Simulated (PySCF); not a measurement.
Species: `P(/C(=O)OC)=P/[H]`. The columns A, B, C and D hold Mulliken, IAO, Hirshfeld and ESP-fitted charges (e) of one PBE0/pcSseg-1 density (PySCF), in a shuffled order. Coordinates in Å (GFN2-xTB, dihedral held); the density's dipole moment is (-1.12, -1.69, -1.73) D.

```
atom       x       y       z       A       B       C       D
  C1  -1.195  -0.964  -1.401  -0.043  -0.028  -0.179  -0.210
  O2  -0.778  -0.031  -0.424  -0.427  -0.110  -0.374  -0.329
  C3   0.495  -0.091  -0.006  +0.252  +0.151  +0.820  +0.345
  O4   0.780  -0.039   1.160  -0.338  -0.222  -0.527  -0.397
  P5   1.762   0.160  -1.365  +0.068  +0.023  -0.173  +0.056
  P6   3.504   0.017  -0.338  -0.005  +0.042  -0.088  +0.044
  H7  -0.440  -1.078  -2.189  +0.126  +0.036  +0.074  +0.138
  H8  -1.380  -1.933  -0.931  +0.125  +0.053  +0.122  +0.151
  H9  -2.117  -0.577  -1.830  +0.139  +0.063  +0.169  +0.173
 H10   2.940  -0.333   0.900  +0.103  -0.009  +0.156  +0.029
```

Which column most likely holds the ESP-fitted charges?

C. Σ q r misses the density's dipole by 0.16 D (C), 1.45 D (B), 2.74 D (A), 2.77 D (D). Charges fitted to the outside potential are the only set here that is tied to the molecule's multipoles.

And the Hirshfeld charges?

B. The mean sizes are 0.074 e (B), 0.163 e (A), 0.187 e (D), 0.268 e (C), and Hirshfeld charges are commonly the smallest of these schemes.

As computed, A = Mulliken, B = Hirshfeld, C = ESP-fitted, D = IAO. Hydrogens on carbon: Mulliken +0.13 to +0.14, Hirshfeld +0.04 to +0.06, ESP-fitted +0.07 to +0.17, IAO +0.14 to +0.17 e.

The IAO scheme counts the electrons in orthogonalised intrinsic atomic orbitals, a minimal basis polarised so that it spans the occupied orbitals exactly. The ESP scheme fits charges at the nuclei, held to the total charge, to the electrostatic potential on points at 1.4 to 2.0 times the van der Waals radii.

The geometry is a constrained GFN2-xTB structure with the dihedral P5–C3–O2–C1 held at 60°, isolated molecule; it need not be a minimum.
